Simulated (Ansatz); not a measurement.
**The boron atom: one species, many methods**

One table from this session's results is given with a row withheld; the runs are named, their logs left out.

Program: Ansatz 0.2.0, Gaussian basis. Level of theory: functionals in def2-TZVPP, the program's frozen cores in correlated methods. These are calculated values, not measurements.

Plan: LDA (SPW92), PBE, revPBE, BLYP, r2SCAN, B97M-V, PBE0, B3LYP, r2SCANh, r2SCAN0, HSE06, BHLYP, CAM-B3LYP, LC-ωPBE, ωB97X-V, ωB97M-V, B2PLYP, PBE-QIDH; CCSD(T)/def2-SVP; CCSD(T)/def2-TZVPP; CCSD(T)/def2-QZVPP; extrapolation to the limit; RPA on PBE.

6 further runs of the same task are left out: 6 set aside as unsound or not needed.

## The atom

SMILES `[B]`, 1 atom, charge 0, spin multiplicity 2.

Set-up of the first run:

in.yaml reads:

```yaml
crystal:
  periodic: [false, false, false]
  atoms:
    - {symbol: B, position_ang: [0.000000, 0.000000, 0.000000]}
basis:
  gaussian: {orbitals: def2-TZVPP}
magnetization: {spin_polarized: true, initial_magnetization: 1}
hamiltonian: {xc: lda}
output: {orbitals: {seedname: orbitals}}
```

Steps of the session up to this table: LDA; PBE (GGA); revPBE (GGA); BLYP (GGA); r2SCAN (meta-GGA); B97M-V (meta-GGA); PBE0 (hybrid); B3LYP (hybrid); r2SCANh (hybrid); r2SCAN0 (hybrid); HSE06 (hybrid); BHLYP (hybrid); CAM-B3LYP (range-separated); LC-ωPBE (range-separated); ωB97X-V (range-separated); ωB97M-V (range-separated); B2PLYP (double hybrid); PBE-QIDH (double hybrid).

One of the session's tables, all rows but one given; the rest of the session is left out.

It belongs to the step «Frontier levels by functional». Levels are read from the orbital files that the runs wrote (highest filled and lowest empty over both spins):

| functional | HOMO (eV) | LUMO (eV) | gap (eV) |
| --- | --- | --- | --- |
| LDA (SPW92) | -4.09 | -3.90 | 0.19 |
| PBE | -4.15 | -3.61 | 0.54 |
| revPBE | -4.14 | -3.52 | 0.62 |
| BLYP | -4.04 | -3.43 | 0.61 |
| r2SCAN | -4.57 | -3.21 | 1.37 |
| B97M-V | -4.08 | -3.52 | 0.56 |
| PBE0 | -5.36 | -2.44 | 2.92 |
| B3LYP | -5.15 | -2.67 | 2.49 |
| r2SCANh | -5.02 | -2.78 | 2.24 |
| r2SCAN0 | -5.70 | -2.17 | 3.53 |
| HSE06 | ? | ? | ? |
| BHLYP | -6.50 | -1.22 | 5.28 |
| CAM-B3LYP | -6.75 | -1.22 | 5.53 |
| LC-ωPBE | -8.21 | -0.01 | 8.20 |
| ωB97X-V | -7.66 | -0.09 | 7.57 |
| ωB97M-V | -7.18 | -0.39 | 6.79 |

Q: Estimate the row for HSE06 from the others.

As computed: HOMO (eV): -4.95; LUMO (eV): -2.83; gap (eV): 2.12. In the column «HOMO (eV)» it lies between r2SCANh (-5.02) and r2SCAN (-4.57).
